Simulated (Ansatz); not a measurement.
Compare A (`COC(F)OC`) with its isomer B (`OCC(O)CF`).

Isolated molecules relaxed with PBE0-D4/def2-TZVP in Ansatz; ΔE leaves out vibrations. CBS: MP2 limit from def2 TZ/QZ plus the TZ coupled-cluster correction, frozen cores. DFT in def2-TZVPP. B3LYP here is the variant with VWN-RPA as its local correlation; programs differ in this. Each species was taken in one conformer, which may not be the lowest.

Q: Which is lower in electronic energy at CCSD(T)/CBS, and by how much? (Best estimate.)

A: Ansatz gave: B, by 25.4 kJ/mol.

Q: Give E(B) − E(A) in kJ/mol with r2SCAN-D4, B3LYP-D4, B3LYP, MP2/def2-TZVPP, B2PLYP, PBE0-D4, CCSD(T)/def2-TZVPP. (Estimate.)

A: Computed: r2SCAN-D4 -10.4, B3LYP-D4 -12.2, B3LYP -10.2, MP2/def2-TZVPP -23.6, B2PLYP -14.0, PBE0-D4 -17.3, CCSD(T)/def2-TZVPP -18.6. None reverses the order clearly.

Largest T1 diagnostic: 0.011.

In def2-TZVPP, CCSD(T) changes the Hartree–Fock value by −17.1 kJ/mol (the triples alone add +0.4 kJ/mol) and MP2 by −22.2 kJ/mol.
